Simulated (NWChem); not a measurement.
## Correlation energy of disilane (H₆Si₂)

```
Si
H 1 1.5056
H 1 1.5056 2 108.64
H 1 1.5056 2 108.64 3 118.01
Si 1 2.3541 2 110.29 3 -120.99
H 5 1.5056 1 110.29 2 180.00
H 5 1.5056 6 108.64 1 120.99
H 5 1.5056 6 108.64 7 118.01
```
Charge 0, spin multiplicity 1.

The numbers come from NWChem runs, not from measurements. The geometry was optimised at PBE/def2-SVP, a minimum by its harmonic frequencies.

Basis set: cc-pVDZ. Each correlation energy counts from its own Hartree-Fock reference.

The correlated methods keep 10 core orbitals frozen. Coupled-cluster values serve here as a point of comparison, not as the truth.

Question: Order these methods by the correlation energy they give, lowest first: RI-MP2, SCS-MP2, CR-CCSD[T], CCSD, CCSD+T(CCSD).

Answer: CCSD+T(CCSD) (-272.6 mHa), CR-CCSD[T] (-271.4 mHa), CCSD (-266.3 mHa), SCS-MP2 (-232.4 mHa), RI-MP2 (-214.0 mHa)
